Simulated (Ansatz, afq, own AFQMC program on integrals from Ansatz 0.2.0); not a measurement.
# Atomization energy of AlGeH5, singlet, worked out

```xyz
7

Ge    0.0000    0.0009    0.6854
Al    0.0000    0.0010   -1.7933
H     0.0000    1.4090    1.3103
H     1.2327   -0.7388    1.2465
H    -1.2327   -0.7388    1.2465
H     0.0000    1.3582   -2.6174
H     0.0000   -1.3819   -2.5741
```

Basis cc-pVDZ. Only valence electrons are correlated. AFQMC by an in-house program on the Cholesky factors that Ansatz 0.2.0 writes for its CCSD(T) run. ph-AFQMC/CISD is guided by a CISD state made of CCSD amplitudes; releasing the constraint for a short imaginary time cuts its bias at the price of noise, slowly where states lie close. Error bars are statistical, one sigma. No spin–orbit coupling.

Total energies in eV. CBS is CCSD(T) at the limit of def2-TZVPP/QZVPP (extrapolated itself); the highest rung of each member is named.

Cautions: inner d shell frozen; no relativity below Rb; no spin-orbit coupling.

```csv
member,count,CCSD(T)/cc-pVDZ,highest rung in cc-pVDZ,which,CCSD(T)/CBS
Ge (triplet),+1,-56473.1139,-56473.1222,FCI,-56475.5964
Al (doublet),+1,-6583.0131,-6583.0229,FCI,-6583.4221
H (doublet),+5,-13.5861,-13.5861,FCI,-13.6059
"AlGeH₅, singlet",-1,-63140.1310,-63140.1623,CCSDT(Q),-63144.4726
```

Work out the best estimate of the atomization energy: the CCSD(T)/CBS difference plus the step from CCSD(T) to the highest rung.

Sums with the counts: CCSD(T)/CBS 17.4246 eV, highest rung 16.0867 eV, CCSD(T)/cc-pVDZ 16.0735 eV. The step is 16.0867 − 16.0735 = 0.0132 eV, so the best estimate is 17.4246 + (0.0132) = 17.4378 eV = 402.1 kcal/mol. The basis set is worth 1.351 eV of it. Zero-point, core-correlation and spin–orbit terms aren't in it. Past Ne the Hartree–Fock part of each CBS total tends to overshoot, since the cores don't follow the formula; that largely cancels in the difference.

Best estimates are given only where the step beyond CCSD(T) is under 0.3 eV and no member's determinant is very poor (T1 over 0.05, or 0.07 for open shells, ⟨S²⟩ too high by 0.3, two states mixed), so the hardest cases are missing from such tables.

CCSDT and higher add their correlation energy to the determinant of the CCSD(T) run, since their own runs factorise the integrals more tightly (a shift of under 2 meV). Each member of a difference takes its own highest rung, so a best estimate needn't equal the limit plus the step of one row.
